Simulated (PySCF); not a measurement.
Species: silicon diatomic, Si2 (triplet state).
SMILES with atom numbers: `[Si:1][Si:2]`

Computed with UKS B3LYP, IGLO-III on Si, non-relativistic, mean-field spin-orbit, GIAO in PySCF 2.14.0. Spin–spin part from the singly occupied natural orbitals, spin–orbit part to second order with van Wüllen's prefactor. Isolated species at its PBE0-D3(BJ)/def2-SVP geometry, gas phase.

Q: Give D and E of this S = 1 state, with their spin–spin and spin–orbit parts.

A: D = +2.478 cm⁻¹ and E = 0.000 cm⁻¹, with E given the sign of D (E/D = 0.00; 0 is axial, 1/3 the rhombic limit). Point group D∞h requires E = 0. Diagonalised alone, the spin–spin tensor gives D = +0.106, E = 0.000 and the spin–orbit tensor D = +2.373, E = 0.000 cm⁻¹; in size the spin–orbit D is 22 times the other. The Mulliken spin populations are largest on Si2 (+1.00) and Si1 (+1.00).

Q: What is D as a frequency, a field and a temperature?

A: D = +74.30 GHz = +2653 mT (with g_iso = 2.0014) = +3.566 K = +307.3 μeV.

Q: What are the three sublevel energies at zero field and the gaps between them?

A: With H = D(Sz² − 2/3) + E(Sx² − Sy²): Tz at -1.652 cm⁻¹, Tx at +0.826 cm⁻¹, Ty at +0.827 cm⁻¹. The gaps are |D| − |E| = 74.29 GHz, |D| + |E| = 74.32 GHz and 2|E| = 0.03 GHz.

Q: How are these sublevels filled in thermal equilibrium at 2 K and zero field?

A: kT = 1.39 cm⁻¹, so the Boltzmann shares are Tz 74.8 %, Tx 12.6 %, Ty 12.6 %.

Q: Where do the strong lines fall at 9.476 GHz with the field along each axis of D (isotropic g = 2.0014, hyperfine left aside, microwave field at right angles)?

A: From exact diagonalisation up to 6200 mT, keeping lines above a fifth of the strength of a high-field Δm = ±1 line:

```json
{"field along": "x", "resonance fields (mT)": "1004"}
{"field along": "y", "resonance fields (mT)": "1007"}
{"field along": "z", "resonance fields (mT)": "2314, 2991"}
```

Without D the line would be at 338 mT. The microwave quantum is 0.316 cm⁻¹, against |D| + |E| = 2.479 cm⁻¹.

Natural occupations around the open shell: 1.998, 1.000, 1.000, 0.002. The unrestricted determinant has ⟨S²⟩ = 2.0048 (exact 2.0000), so spin contamination is small.

Principal g values: 2.0010, 2.0010, 2.0022.

Time: 13 s. Hardware: one thread of an x86-64 server (shared host).
